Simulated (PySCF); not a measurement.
## How methods differ on the ionisation energy of O

O [He] 2s2 2p4 (3P) → O⁺ [He] 2s2 2p3 (4S), as a difference of total energies. Computed with PySCF 2.14 in cc-pVDZ-DK, with the spin-free X2C one-electron Hamiltonian (Gaussian nucleus). Correlated levels: valence: 1s2 frozen. The calculations carry no spin-orbit coupling.

| method | ionisation energy (eV) |
| --- | --- |
| UHF | 11.954 |
| PBE0 | 13.657 |
| r2SCAN | 13.533 |
| MP2 (valence) | 12.828 |
| SCS-MP2 (valence) | 12.849 |
| CCSD (valence) | 12.833 |
| CCSD(T) (valence) | 12.839 |

**Question.** How much does correlation contribute at CCSD(T) (valence)?

**Answer.** 12.839 − (11.954) = 0.885 eV, measured against UHF.

Errors of the correlated levels include the incompleteness of this basis and the frozen core.

For comparison: 13.608 eV (measured; NIST levels, between the centres of gravity of the two terms).
